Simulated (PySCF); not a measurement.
# How far each method lies from RCCSDT for GaO⁺, triplet

Geometry: that of the GaO⁺, singlet, kept fixed.

```xyz
2

O     0.0000    0.0000    0.0000
Ga    0.0000    0.0000    1.6710
```

Basis 6-31G (Cartesian d functions); PySCF 2.14.0. Correlated methods freeze the noble-gas cores and the filled d shells of p-block atoms, which leaves 8 electrons in 23 orbitals. R marks a restricted (for open shells ROHF) determinant. No spin–orbit coupling is included, and no scalar relativity.

Full CI isn't at hand for all of this; RCCSDT serves as the reference. It lacks quadruple excitations, which often exceed the step from CCSD(T) to CCSDT.

```
UHF ⟨S²⟩                          : 2.031
T1 diagnostic (ROHF- or RHF-based CCSD)             : 0.0425
largest doubles amplitude (ROHF- or RHF-based CCSD) : 0.054
```

Question: From what is known of these methods and the diagnostics, rank them by the size of their error in total energy against RCCSDT in 6-31G, smallest first (an estimate: the text doesn't fix the numbers).
A. RMP2
B. RCCSD(T)
C. RHF
D. RCCSD

Answer: B (1.3 kJ/mol), D (9.9 kJ/mol), A (38.3 kJ/mol), C (283.5 kJ/mol).

All errors are against RCCSDT in 6-31G. Within each family the higher level lies nearer, as is usual though not guaranteed.
